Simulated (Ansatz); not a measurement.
**BSiH₃ (triplet): from Hartree-Fock to the top rungs at a displaced geometry (v2), cc-pVDZ**

Aim: climb from Hartree-Fock through coupled cluster for BSiH₃ (triplet) at one geometry and basis, and see what each rung misses.

Computed with Ansatz 0.2.0, Gaussian basis. Level: cc-pVDZ, core rule «outside noble gas», up to 6 orbitals frozen.

The runs, in order: UHF; CCSD(T) on ROHF; CCSD(T) on UHF; BCCD(T) on ROHF; CISD; CCSDT(Q) on ROHF; CCSDT(Q) on UHF.

23 further runs of the same task are left out: 3 for a known fault of the program, 7 that didn't finish, 13 set aside as unsound or not needed.

**1. The geometry**

The geometry is a PBE0/def2-TZVP stationary point (not a proven minimum) with its atoms shifted at random (size 0.100 Å).

5 atoms, charge 0, spin multiplicity 3.

Atoms are counted from 1 here; the program's logs count them from 0.

Bond lengths: Si1–B2 1.933 Å, Si1–H3 1.484 Å, B2–H4 1.124 Å, B2–H5 1.334 Å. Angles: B2–Si1–H3 122.6°, Si1–B2–H4 117.3°, Si1–B2–H5 121.2°, H4–B2–H5 119.2°.

In the tables R marks a restricted open-shell determinant and U an unrestricted one; energies count from the table's Hartree-Fock row.

**2. UHF**

Input file in.yaml:

```yaml
crystal:
  periodic: [false, false, false]
  atoms:
    - {symbol: Si, position_ang: [0.047367, -0.083233, 0.594182]}
    - {symbol: B, position_ang: [-0.117507, 0.101018, -1.323076]}
    - {symbol: H, position_ang: [-0.040886, 1.073648, 1.519465]}
    - {symbol: H, position_ang: [0.042222, 1.124961, -1.758393]}
    - {symbol: H, position_ang: [-0.060836, -0.962880, -2.126430]}
basis:
  gaussian: {orbitals: cc-pVDZ}
magnetization: {spin_polarized: true, initial_magnetization: 2}
hamiltonian: {xc: hf}
output: {orbitals: {seedname: orbitals}}
```

Launch:

```console
> ansatz run in.yaml --threads 1 --pin off --events-out ev --progress --plain --max-ram 2393MiB
```

Standard output:

```text
Functional definition: HF
  name "HF"
  cite "Fock, Z. Phys. 61, 126 (1930) doi:10.1007/BF01340294"
  parent pbe
  exchange = exact_x
  correlation = 0
444 factors; integrals over basis functions are off by at most 1.3e-3 eV
mean field evaluation 1: about -8577.1412 eV, gradient 9.9e0 eV
mean field evaluation 2: about -8577.1815 eV, gradient 9.9e0 eV
mean field evaluation 4: about -8578.4762 eV, gradient 1.6e0 eV
mean field evaluation 8: about -8578.5923 eV, gradient 2.1e-1 eV
mean field -8578.59498236 eV, -315.2575508212 hartree, gradient 4.8e-5 eV, S^2 2.008436; 0 other end points of the search recorded, 0 dependent functions left out
reference -8578.59498236 eV, -315.2575508212 hartree; 12, 10 occupied and 35, 37 virtual orbitals, 444 factors
Total energy: -8578.59498236 eV, -315.2575508212 hartree
```

Wall time 0.24 s (1 thread of Arm Neoverse V2, shared host).

From the report: ⟨S²⟩ of the determinant 2.008 (pure triplet: 2.00).

**3. CCSD(T) on ROHF**

in.yaml, as its differences from that of step 2:

```diff
@@ -10,4 +10,4 @@
   gaussian: {orbitals: cc-pVDZ}
-magnetization: {spin_polarized: true, initial_magnetization: 2}
-hamiltonian: {xc: hf}
-output: {orbitals: {seedname: orbitals}}
+magnetization: {spin_polarized: false, initial_magnetization: 2}
+correlation: {method: ccsd_t, electrons: outside_noble_gas}
+output: {forces: true}
```

The command is unchanged.

Standard output (excerpt; [...] marks lines left out):

```text
Functional definition: HF
  name "HF"
  cite "Fock, Z. Phys. 61, 126 (1930) doi:10.1007/BF01340294"
  parent pbe
[...]
444 factors; integrals over basis functions are off by at most 1.3e-3 eV
[...]
mean field -8578.53454451 eV, -315.2553297710 hartree, gradient 2.9e-6 eV, S^2 2.000000; 0 other end points of the search recorded, 0 dependent functions left out
[...]
6 core orbitals not correlated: weight in the atoms' cores, before any rotation towards them, 1.000 or more for the frozen orbitals, at most 0.000 for the correlated occupied ones
reference -8578.53454451 eV, -315.2553297710 hartree; 6, 4 occupied and 35, 37 virtual orbitals, 444 factors
second order -4.15423597 eV of doubles, -0.03538148 eV of singles
cycle   1  -4.90737920 eV  change   -7.2e-1 eV  update   6.9e-2
[...]
cycle  15  -5.20337373 eV  change    1.8e-9 eV  update   8.1e-7
perturbative correction -0.14651911 eV, -0.0053844779 hartree
[...]
Total energy: -8583.88443734 eV, -315.4519347064 hartree
Atom 0 at     0.047367    -0.083233     0.594182 Å, force    -0.290542    -0.460663     0.460563 eV/Å
Atom 1 at    -0.117507     0.101018    -1.323076 Å, force     0.573625    -3.955667    -0.996271 eV/Å
Atom 2 at    -0.040886     1.073648     1.519465 Å, force     0.096732     0.308749     0.221505 eV/Å
Atom 3 at     0.042222     1.124961    -1.758393 Å, force    -0.059823     2.390061    -1.064300 eV/Å
Atom 4 at    -0.060836    -0.962880    -2.126430 Å, force    -0.319992     1.717519     1.378504 eV/Å
Dipole moment:     0.007003     0.034443     0.176801 e Å
```

Wall time 2.5 s (1 thread of Arm Neoverse V2, shared host).

From the report: correlation -5.3499 eV; T1 0.027; largest double amplitude 0.03.

**4. CCSD(T) on UHF**

in.yaml, as its differences from that of step 3:

```diff
@@ -10,3 +10,3 @@
   gaussian: {orbitals: cc-pVDZ}
-magnetization: {spin_polarized: false, initial_magnetization: 2}
+magnetization: {spin_polarized: true, initial_magnetization: 2}
 correlation: {method: ccsd_t, electrons: outside_noble_gas}
```

Launched as before.

Standard output (excerpt; [...] marks lines left out):

```text
Functional definition: HF
  name "HF"
  cite "Fock, Z. Phys. 61, 126 (1930) doi:10.1007/BF01340294"
  parent pbe
[...]
444 factors; integrals over basis functions are off by at most 1.3e-3 eV
[...]
mean field -8578.59498236 eV, -315.2575508212 hartree, gradient 1.8e-6 eV, S^2 2.008436; 0 other end points of the search recorded, 0 dependent functions left out
6 core orbitals not correlated: weight in the atoms' cores, before any rotation towards them, 1.000 or more for the frozen orbitals, at most 0.000 for the correlated occupied ones
reference -8578.59498236 eV, -315.2575508212 hartree; 6, 4 occupied and 35, 37 virtual orbitals, 444 factors
second order -4.12584916 eV of doubles, -0.00000000 eV of singles
cycle   1  -4.84363428 eV  change   -7.2e-1 eV  update   6.9e-2
[...]
cycle  14  -5.14450892 eV  change    2.6e-6 eV  update   1.7e-6
perturbative correction -0.14515417 eV, -0.0053343172 hartree
[...]
Total energy: -8583.88464544 eV, -315.4519423541 hartree
Atom 0 at     0.047367    -0.083233     0.594182 Å, force    -0.290505    -0.460785     0.460658 eV/Å
Atom 1 at    -0.117507     0.101018    -1.323076 Å, force     0.573350    -3.955320    -0.996155 eV/Å
Atom 2 at    -0.040886     1.073648     1.519465 Å, force     0.096759     0.308827     0.221465 eV/Å
Atom 3 at     0.042222     1.124961    -1.758393 Å, force    -0.059744     2.389981    -1.064263 eV/Å
Atom 4 at    -0.060836    -0.962880    -2.126430 Å, force    -0.319860     1.717297     1.378295 eV/Å
Dipole moment:     0.006998     0.034429     0.176863 e Å
```

Wall time 2.4 s (1 thread of Arm Neoverse V2, shared host).

From the report: ⟨S²⟩ of the determinant 2.008 (pure triplet: 2.00); correlation -5.2897 eV; T1 0.025; largest double amplitude 0.03.

**5. BCCD(T) on ROHF**

in.yaml, as its differences from that of step 4:

```diff
@@ -10,4 +10,3 @@
   gaussian: {orbitals: cc-pVDZ}
-magnetization: {spin_polarized: true, initial_magnetization: 2}
-correlation: {method: ccsd_t, electrons: outside_noble_gas}
-output: {forces: true}
+magnetization: {spin_polarized: false, initial_magnetization: 2}
+correlation: {method: bccd_t, electrons: outside_noble_gas}
```

The command is unchanged.

Standard output (excerpt; [...] marks lines left out):

```text
Functional definition: HF
  name "HF"
  cite "Fock, Z. Phys. 61, 126 (1930) doi:10.1007/BF01340294"
  parent pbe
[...]
444 factors; integrals over basis functions are off by at most 1.3e-3 eV
[...]
mean field -8578.53454451 eV, -315.2553297710 hartree, gradient 2.9e-6 eV, S^2 2.000000; 0 other end points of the search recorded, 0 dependent functions left out
[...]
6 core orbitals not correlated: weight in the atoms' cores, before any rotation towards them, 1.000 or more for the frozen orbitals, at most 0.000 for the correlated occupied ones
reference -8578.53454451 eV, -315.2553297710 hartree; 6, 4 occupied and 35, 37 virtual orbitals, 444 factors
second order -4.15423597 eV of doubles, -0.03538148 eV of singles
cycle   1  -4.92592963 eV  change   -7.4e-1 eV  update   6.9e-2
[...]
cycle  12  -5.19741954 eV  change   -3.2e-7 eV  update   9.7e-6
perturbative correction -0.15447103 eV, -0.0056767057 hartree
Total energy: -8583.88643508 eV, -315.4520081219 hartree
```

Wall time 1.1 s (1 thread of Arm Neoverse V2, shared host).

From the report: correlation -5.3519 eV; largest double amplitude 0.03.

**6. CISD**

in.yaml, as its differences from that of step 5:

```diff
@@ -11,2 +11,2 @@
 magnetization: {spin_polarized: false, initial_magnetization: 2}
-correlation: {method: bccd_t, electrons: outside_noble_gas}
+correlation: {active_space: {ras: {orbitals: [4, 2, 35], electrons: 10, max_holes: 2, max_particles: 2}, fixed_orbitals: true}}
```

The command is unchanged.

Standard output:

```text
Functional definition: HF
  name "HF"
  cite "Fock, Z. Phys. 61, 126 (1930) doi:10.1007/BF01340294"
  parent pbe
  exchange = exact_x
  correlation = 0
444 factors; integrals over basis functions are off by at most 1.3e-3 eV
mean field evaluation 1: about -8577.1328 eV, gradient 1.2e1 eV
mean field evaluation 2: about -8577.1701 eV, gradient 1.2e1 eV
mean field evaluation 4: about -8578.4432 eV, gradient 1.9e0 eV
mean field evaluation 8: about -8578.5280 eV, gradient 4.3e-1 eV
mean field evaluation 16: about -8578.5345 eV, gradient 2.9e-6 eV
mean field -8578.53454451 eV, -315.2553297710 hartree, gradient 2.9e-6 eV, S^2 2.000000; 0 other end points of the search recorded, 0 dependent functions left out
reference -8578.53454451 eV, -315.2553297710 hartree; 12, 10 occupied and 35, 37 virtual orbitals, 444 factors
state -8583.38523867 eV, -315.4335894935 hartree
Total energy: -8583.38523867 eV, -315.4335894935 hartree
```

Wall time 1.2 s (1 thread of Arm Neoverse V2, shared host).

From the report: 175,701 determinants.

**7. CCSDT(Q) on ROHF**

in.yaml, as its differences from that of step 6:

```diff
@@ -11,2 +11,2 @@
 magnetization: {spin_polarized: false, initial_magnetization: 2}
-correlation: {active_space: {ras: {orbitals: [4, 2, 35], electrons: 10, max_holes: 2, max_particles: 2}, fixed_orbitals: true}}
+correlation: {method: ccsdt_q, electrons: outside_noble_gas}
```

Same command.

Standard output (excerpt; [...] marks lines left out):

```text
Functional definition: HF
  name "HF"
  cite "Fock, Z. Phys. 61, 126 (1930) doi:10.1007/BF01340294"
  parent pbe
[...]
886 factors; integrals over basis functions are off by at most 2.0e-7 eV
[...]
mean field -8578.53456798 eV, -315.2553306336 hartree, gradient 2.2e-6 eV, S^2 2.000000; 0 other end points of the search recorded, 0 dependent functions left out
[...]
6 core orbitals not correlated: weight in the atoms' cores, before any rotation towards them, 1.000 or more for the frozen orbitals, at most 0.000 for the correlated occupied ones
reference -8578.53456798 eV, -315.2553306336 hartree; 6, 4 occupied and 35, 37 virtual orbitals, 886 factors
second order -4.15425563 eV of doubles, -0.03538140 eV of singles
cycle   1  -4.90736356 eV  change   -7.2e-1 eV  update   7.6e-2
[...]
cycle  17  -5.38521348 eV  change    1.4e-7 eV  update   1.0e-6
perturbative correction -0.00652101 eV, -0.0002396427 hartree
Total energy: -8583.92630247 eV, -315.4534732216 hartree
```

Run time: 33 s. Hardware: 1 thread of Arm Neoverse V2, shared host; peak memory 0.45 GiB.

From the report: correlation -5.3917 eV; T1 0.029; largest double amplitude 0.04.

**8. CCSDT(Q) on UHF**

in.yaml, as its differences from that of step 7:

```diff
@@ -10,3 +10,3 @@
   gaussian: {orbitals: cc-pVDZ}
-magnetization: {spin_polarized: false, initial_magnetization: 2}
+magnetization: {spin_polarized: true, initial_magnetization: 2}
 correlation: {method: ccsdt_q, electrons: outside_noble_gas}
```

Same command.

Standard output (excerpt; [...] marks lines left out):

```text
Functional definition: HF
  name "HF"
  cite "Fock, Z. Phys. 61, 126 (1930) doi:10.1007/BF01340294"
  parent pbe
[...]
886 factors; integrals over basis functions are off by at most 2.0e-7 eV
[...]
mean field -8578.59500574 eV, -315.2575516804 hartree, gradient 1.6e-6 eV, S^2 2.008436; 0 other end points of the search recorded, 0 dependent functions left out
6 core orbitals not correlated: weight in the atoms' cores, before any rotation towards them, 1.000 or more for the frozen orbitals, at most 0.000 for the correlated occupied ones
reference -8578.59500574 eV, -315.2575516804 hartree; 6, 4 occupied and 35, 37 virtual orbitals, 886 factors
second order -4.12586864 eV of doubles, -0.00000000 eV of singles
cycle   1  -4.84361867 eV  change   -7.2e-1 eV  update   7.6e-2
[...]
cycle  17  -5.32509728 eV  change    1.1e-7 eV  update   1.1e-6
perturbative correction -0.00673867 eV, -0.0002476416 hartree
Total energy: -8583.92684169 eV, -315.4534930374 hartree
```

It took 30 s on 1 thread of Arm Neoverse V2, shared host; peak memory 0.39 GiB.

From the report: ⟨S²⟩ of the determinant 2.008 (pure triplet: 2.00); correlation -5.3318 eV; T1 0.027; largest double amplitude 0.04.

**9. The ladder**

The yardstick is UCCSDT(Q), where the cluster series has nearly closed. Rows without a time come out of other runs: HF, MP2 and CCSD of CCSD(T), CCSDT of CCSDT(Q). The times of RCCSD(T), UCCSD(T) include forces.

Differences are taken before rounding.

| method | energy from the lowest RHF (kJ/mol) | from UCCSDT(Q) (kJ/mol) | time |
| --- | --- | --- | --- |
| RHF | 0.0 | +520.3 |  |
| UHF | -5.8 | +514.4 |  |
| RMP2 | -404.2 | +116.0 |  |
| UMP2 | -403.9 | +116.4 |  |
| CISD | -468.0 | +52.3 | 1.2 s |
| RCCSD | -502.0 | +18.2 |  |
| UCCSD | -502.2 | +18.1 |  |
| RCCSD(T) | -516.2 | +4.1 | 2.5 s |
| UCCSD(T) | -516.2 | +4.1 | 2.4 s |
| BCCD(T) | -516.4 | +3.9 | 1.1 s |
| RCCSDT | -519.6 | +0.7 |  |
| UCCSDT | -519.6 | +0.7 |  |
| RCCSDT(Q) | -520.2 | +0.1 | 33 s |
| UCCSDT(Q) | -520.3 | 0 | 30 s |

Among the levels timed on like hardware and quicker than the yardstick, those that no quicker one beats, quickest first: BCCD(T) (1.1 s, +3.9 kJ/mol).

**10. What came out**

```
                         quantity                                                   value
   UCCSDT(Q) below the RHF energy                                              -5.3923 eV
              RMP2 from UCCSDT(Q)                                           +116.0 kJ/mol
              UMP2 from UCCSDT(Q)                                           +116.4 kJ/mol
             RCCSD from UCCSDT(Q)                                            +18.2 kJ/mol
          RCCSD(T) from UCCSDT(Q)                                             +4.1 kJ/mol
          UCCSD(T) from UCCSDT(Q)                                             +4.1 kJ/mol
         RCCSDT(Q) from UCCSDT(Q)                                             +0.1 kJ/mol
levels within 1 kcal/mol (43 meV)  RCCSD(T), UCCSD(T), BCCD(T), RCCSDT, UCCSDT, RCCSDT(Q)
                    T1 diagnostic                                                   0.027
```

What this shows: RCCSD(T) misses by +4.1 kJ/mol, 0.8 % of the correlation energy. These misses are within one basis, not against nature; the frozen cores of restricted and unrestricted runs differ, which can shift their rows.

For cost: BCCD(T) gets within 3.9 kJ/mol in 1.1 s, where UCCSDT(Q) took 30 s.
